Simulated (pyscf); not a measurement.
PySCF, gas phase, ωB97X-D3(BJ)/def2-SVP geometries.

Problem. For `[Cl][GeH2][Cl]` + `[H][H]` → `[Cl][GeH3]` + `[ClH]`, a four-centre exchange (singlet surface; Cl–Ge, H–H broken, Ge–H, Cl–H formed), PBE/def2-TZVP gives ΔE‡ = 42.0 kcal/mol and ΔE = +12.9 kcal/mol (zero: the separated reactants). In which direction and how far do B3LYP-D3(BJ)/def2-TZVP, PBE0-D3(BJ)/def2-TZVP, ωB97M-D3(BJ)/def2-TZVP move these?

Solution. B3LYP-D3(BJ): ΔE‡ = 47.2 kcal/mol, ΔE = +13.6 kcal/mol; PBE0-D3(BJ): ΔE‡ = 44.7 kcal/mol, ΔE = +13.1 kcal/mol; ωB97M-D3(BJ): ΔE‡ = 48.8 kcal/mol, ΔE = +12.4 kcal/mol. PBE's barrier lies under all of them, by 2.7 to 6.8 kcal/mol. Its reaction energy lies among theirs. Low barriers are usual for a GGA, whose delocalisation error favours stretched bonds. This is the saddle that the search found; another between the same sides may lie lower. Elements up to Kr have no core potential and no relativistic terms here.
